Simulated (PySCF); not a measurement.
## Complex of hydrogen fluoride and hydrogen chloride

A complex built from hydrogen fluoride and hydrogen chloride; neutral, singlet.

Parts: 1 = hydrogen fluoride (F), atoms 1–2; 2 = hydrogen chloride (Cl), atoms 3–4.

```xyz
4

F     0.465    0.293   -0.193
H    -0.323   -0.165   -0.015
Cl   -2.091   -1.398    0.690
H    -1.471   -1.801    1.737
```
Atom numbers follow the order of the file, from 1.

In these coordinates H2···Cl3 is 2.268 Å. Part 2 is then moved rigidly along that line, all else held; at short range other atoms may come into contact.

The starting structure comes from a short search with a few starts; no frequency run checks that it is a minimum, and another way of binding may lie lower.

These are computed values: CCSD(T)/aug-cc-pVDZ and MP2/aug-cc-pVTZ, aug-cc-pVQZ counterpoise interaction energy, frozen core, gas phase (PySCF 2.14.0). Geometry: PBE0-D3(BJ)/def2-TZVPD.

Counterpoise energies in eV, cluster less the parts frozen as they stand in it; small is aug-cc-pVDZ, large aug-cc-pVQZ. Estimated limit: HF in aug-cc-pVQZ, MP2 correlation extrapolated as X⁻³ from aug-cc-pVTZ and aug-cc-pVQZ, and CCSD(T) less MP2 in aug-cc-pVDZ; it isn't the exact limit.

| H2···Cl3 (Å) | HF large | MP2 large | SCS-MP2 large | CCSD(T) small | CCSD(T) limit est. |
| --- | --- | --- | --- | --- | --- |
| 2.041 | 0.019 | -0.086 | -0.055 | -0.029 | -0.083 |
| 2.155 | -0.032 | -0.115 | -0.091 | -0.071 | -0.114 |
| 2.268 | ? | ? | ? | ? | ? |
| 2.381 | -0.074 | -0.127 | -0.111 | -0.101 | -0.127 |
| 2.495 | -0.079 | -0.121 | -0.108 | -0.102 | -0.121 |
| 2.835 | -0.069 | -0.091 | -0.084 | -0.084 | -0.091 |
| 3.402 | ? | ? | ? | ? | ? |
| 4.536 | -0.015 | -0.016 | -0.015 | -0.016 | -0.016 |

(1) Fill in the withheld rows.

## Answers

(1) 
```
H2···Cl3 (Å)  HF large  MP2 large  SCS-MP2 large  CCSD(T) small  CCSD(T) limit est.
       2.268    -0.060     -0.127         -0.107         -0.092              -0.126
       3.402    -0.042     -0.049         -0.046         -0.048              -0.049
```

The 8 runs took 2.7 min in all, one thread each of Arm Neoverse N1 on a shared host, launched as `OMP_NUM_THREADS=1 python cluster_run.py task.json out`.
